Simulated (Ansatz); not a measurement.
The first iterations of a band of H₅NSi (7 atoms, charge 0, multiplicity 1).

Computed with RKS BHLYP/def2-SVPD in Ansatz.

- movable images: 3
- climbing image: yes
- spring: 5.0 eV/Å²
- optimiser: quadratic models (default)
- start path: through a guess of the saddle point
- force threshold: 0.03 eV/Å
- iteration limit: 60
- end points: relaxed

First end point:

```xyz
7
Properties=species:S:1:pos:R:3
Si 0.371 0.003 0.115
N 0.818 -0.120 1.781
H 0.145 -0.343 2.492
H 1.592 0.396 2.156
H 1.613 -0.009 -0.690
H -0.385 1.231 -0.244
H -0.481 -1.159 -0.224
```

Last end point:

```xyz
7
Properties=species:S:1:pos:R:3
Si 0.160 0.415 -0.492
N 1.111 -0.094 1.265
H 0.463 -0.461 1.949
H 1.567 0.715 1.662
H 1.820 -0.793 1.091
H -0.885 1.140 0.342
H -0.563 -0.922 -0.431
```

| iteration | highest image above the first end (eV) | largest band force component (eV/Å) |
| --- | --- | --- |
| 1 | 5.506 | 5.519 |
| 2 | 3.892 | 3.213 |
| 3 | 3.003 | 1.991 |
| 4 | 2.994 | 1.035 |
| 5 | 3.147 | 0.579 |

Task: Does the band converge within its limit, and where does its top end?

Result: The run converged. It ended after 15 iterations with the highest image 3.396 eV above the first end. Neighbouring images differ by up to 3.0 eV, so the band resolves the path poorly. Another band between the same ends (7 images) ends at a top of the same energy, where a vibrational analysis finds 1 clearly imaginary mode. So few images can step over the top or miss a turn of the path. The orbitals stay closed-shell, which can raise the energy where a bond breaks towards radicals; this wasn't checked here.

Run time: 52 s on 2 threads of Arm Neoverse V1, on a shared host, peak memory 0.14 GiB.
